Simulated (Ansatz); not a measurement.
**AlBH (quartet): wave-function methods side by side at distance Al2–H3 = 5.249 Å, 6-31G**

How much of the correlation energy of AlBH (quartet) does each wave-function method recover here?

Program: Ansatz 0.2.0, Gaussian basis. Level of theory: 6-31G, core rule «outside noble gas», up to 6 orbitals frozen. These are calculated values, not measurements.

To be run: UHF; CCSD(T) on ROHF; CCSD(T) on UHF; BCCD(T) on ROHF; CISD; CCSDT(Q) on ROHF; CCSDT(Q) on UHF; CISDTQ; CCSDTQ on ROHF; CCSDTQ on UHF; CASSCF and MRCISD+Q, 5 electrons in 5 orbitals; CASSCF and NEVPT2, 5 electrons in 5 orbitals; CASSCF and MRCISD+Q, 7 electrons in 9 orbitals; CASSCF and NEVPT2, 7 electrons in 9 orbitals; Full CI.

21 further runs of the same task are left out: 2 for a mislabelled method, 16 that didn't finish, 3 set aside as unsound or not needed.

## (1) The system

The geometry derives from a PBE0/def2-TZVP stationary point (not a proven minimum). One bond is set to the value named and the two fragments are kept rigid.

3 atoms, charge 0, spin multiplicity 4.

Atoms are counted from 1 here; the program's logs count them from 0.

Bond lengths: B1–Al2 1.937 Å.

## (2) UHF

Contents of in.yaml:

```yaml
crystal:
  periodic: [false, false, false]
  atoms:
    - {symbol: B, position_ang: [0.000000, 0.000000, -3.041000]}
    - {symbol: Al, position_ang: [0.000000, 0.000000, -1.104000]}
    - {symbol: H, position_ang: [0.000000, 0.000000, 4.145000]}
basis:
  gaussian: {orbitals: 6-31G}
magnetization: {spin_polarized: true, initial_magnetization: 3}
hamiltonian: {xc: hf}
output: {orbitals: {seedname: orbitals}}
```

Run with:

```console
> ansatz run in.yaml --threads 1 --pin off --events-out ev --progress --plain --max-ram 2393MiB
```

Further steps of the session: CCSD(T) on ROHF; CCSD(T) on UHF; BCCD(T) on ROHF; CISD; CCSDT(Q) on ROHF; CCSDT(Q) on UHF; CISDTQ; CCSDTQ on ROHF; CCSDTQ on UHF; CASSCF and MRCISD+Q, 5 electrons in 5 orbitals; CASSCF and NEVPT2, 5 electrons in 5 orbitals; CASSCF and MRCISD+Q, 7 electrons in 9 orbitals; CASSCF and NEVPT2, 7 electrons in 9 orbitals; Full CI.

Before running them: what should the planned runs give, taken together? Wanted: FCI below the RHF energy; RMP2 from FCI; UMP2 from FCI; RCCSD from FCI; RCCSD(T) from FCI; UCCSD(T) from FCI; RCCSDT(Q) from FCI; UCCSDT(Q) from FCI; NEVPT2 pair from FCI.

As calculated:

```
                         quantity                                                                                             value
         FCI below the RHF energy                                                                                        -2.7497 eV
                    RMP2 from FCI                                                                                       +1204.1 meV
                    UMP2 from FCI                                                                                       +1054.3 meV
                   RCCSD from FCI                                                                                        +217.6 meV
                RCCSD(T) from FCI                                                                                         +62.1 meV
                UCCSD(T) from FCI                                                                                        +120.6 meV
               RCCSDT(Q) from FCI                                                                                          +6.2 meV
               UCCSDT(Q) from FCI                                                                                          +2.7 meV
             NEVPT2 pair from FCI                                                                                        +779.7 meV
           MRCISD+Q pair from FCI                                                                                         +51.1 meV
          NEVPT2 valence from FCI                                                                                        +162.0 meV
levels within 1 kcal/mol (43 meV)  RCCSDT, UCCSDT, CISDTQ, RCCSDT(Q), UCCSDT(Q), RCCSDTQ, UCCSDTQ, MRCISD valence, MRCISD+Q valence
                    T1 diagnostic                                                                                             0.081
   effectively unpaired electrons                                                                                              3.36
```

RCCSD(T) misses by +62.1 meV, 2.3 % of the correlation energy. CCSD(T) misses by +62.1 meV on the restricted determinant and by +120.6 meV on the unrestricted one; the two need not hold the same state or core. The occupations show some static correlation. Of the multireference levels listed MRCISD+Q valence comes nearest in total energy (+1.4 meV), which doesn't show that its space is the better one. Coupled cluster took another determinant than the lowest Hartree-Fock one. These misses are within one basis, not against nature; the frozen cores of restricted and unrestricted runs differ, which can shift their rows.
